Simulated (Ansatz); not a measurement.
We consider diamond-structure Si, described by r²SCAN (Ansatz, a quantum-chemistry and plane-wave program, plane waves, PAW).

Settings: plane-wave cutoff 600 eV, 12×12×12 k mesh, finite displacements, force constants from a 4×4×4 q mesh, scalar-relativistic PAW data made under PBE.

Computed at the level's own relaxed cell.

Space group Fd-3m, origin choice 1 (No. 227); a = b = c = 5.444 Å, α = β = γ = 90.00°

```json
[
 {"atom": "Si", "site": "8a", "symmetry": "-43m", "x": "0.0000", "y": "0.0000", "z": "0.0000"}
]
```
(The calculation used a cell of 2 atoms; values per cell refer to that cell.)

Harmonic phonon frequencies (cm⁻¹; i marks an imaginary mode):

```csv
q point,frequencies
Γ,___
```

**Question.** Complete the blanks.

**Answer.** 
- Γ, frequencies: 0 0 0 518 518 518

Measured, for comparison: zone-centre TO phonon frequency 525 cm⁻¹ (low temperature, zero-point motion not removed; as tabulated in Tanner et al. (2021), arXiv:2110.11888). Computed (rounded) less measured: zone-centre TO phonon frequency -1 %.
